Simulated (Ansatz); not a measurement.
# Worked example: correlation energy of GeH₂Br (H-bridged), quartet

Geometry: displaced at random from a stationary point.

| atom | x (Å) | y (Å) | z (Å) |
| --- | --- | --- | --- |
| Ge | 0.0023 | 0.4593 | 0.6498 |
| Br | 0.0015 | 0.3996 | -2.1515 |
| H | 0.0495 | -0.1313 | 2.0367 |
| H | -0.0533 | -0.7276 | -0.5349 |

Basis cc-pVDZ; Ansatz 0.2.0. Only valence electrons are correlated (noble-gas cores and the filled d shells of p-block atoms frozen), which leaves 13 electrons in 36 orbitals. Prefix R: restricted or restricted open-shell reference; prefix U: unrestricted. No spin–orbit coupling is included, and no scalar relativity.

Full CI isn't at hand for all of this; UCCSDT(Q) serves as the reference, and is uncertain by about the last step of the cluster series.

Runs differ by some tens of microhartree through their thresholds and, for an open shell, their frozen cores, so steps under 0.03 kcal/mol mean nothing.

```csv
level,total energy (hartree)
UHF,-4648.770991
UMP2,-4648.952046
UCCSD,-4648.984195
UCCSD(T),-4648.989052
UCCSDT,-4648.990138
UCCSDT(Q),-4648.990545
```

**Question.** What is the correlation energy at UCCSDT(Q), and what share of it do UMP2 and UCCSD recover?

**Answer.** E(corr) = -4648.990545 − (-4648.770991) = -0.219554 hartree = -5.974 eV. UMP2: -0.181055 / -0.219554 = 82.46 %. UCCSD: -0.213204 / -0.219554 = 97.11 %.

**Question.** By how many kcal/mol does UCCSD(T) miss UCCSDT(Q) (1 hartree = 627.509 kcal/mol), and which steps make up the rest?

**Answer.** -4648.989052 − (-4648.990545) = 0.001493 hartree = 0.94 kcal/mol. Steps: UCCSDT − UCCSD(T) = -0.68, UCCSDT(Q) − UCCSDT = -0.26 kcal/mol. Differences between like states or geometries often cancel part of this.
